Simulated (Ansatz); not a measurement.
in.yaml

```yaml
crystal:
  periodic: [false, false, false]
  atoms:
    - {symbol: P, position_ang: [0.000000, -0.439635, 1.712071]}
    - {symbol: Si, position_ang: [0.000000, 0.841866, 0.028977]}
    - {symbol: P, position_ang: [0.000000, -0.342749, -1.826264]}
    - {symbol: H, position_ang: [0.000000, 0.584513, 2.701693]}
basis:
  gaussian: {orbitals: cc-pVDZ}
magnetization: {spin_polarized: true, initial_magnetization: 5}
hamiltonian: {xc: hf}
output: {orbitals: {seedname: orbitals}}
```

```sh
$ ansatz run in.yaml --threads 1 --pin off --events-out ev --progress --plain --max-ram 2393MiB
```

Output:

```
616 factors; integrals over basis functions are off by at most 9.6e-4 eV
mean field evaluation 1: about -26417.0571 eV, gradient 8.7e0 eV
mean field evaluation 2: about -26417.1065 eV, gradient 8.8e0 eV
mean field evaluation 4: about -26418.4831 eV, gradient 1.5e0 eV
mean field evaluation 8: about -26418.5833 eV, gradient 2.3e-1 eV
mean field evaluation 16: about -26411.3754 eV, gradient 7.3e0 eV
mean field -26418.58741807 eV, -970.8651804525 hartree, gradient 4.2e-5 eV, S^2 8.784312; 2 other end points of the search recorded, 0 dependent functions left out
reference -26418.58741807 eV, -970.8651804525 hartree; 25, 20 occupied and 34, 39 virtual orbitals, 616 factors
Total energy: -26418.58741807 eV, -970.8651804525 hartree
```

Ran on 1 thread of Arm Neoverse V2, shared host: 1.1 s wall, 0.12 GiB peak host memory.
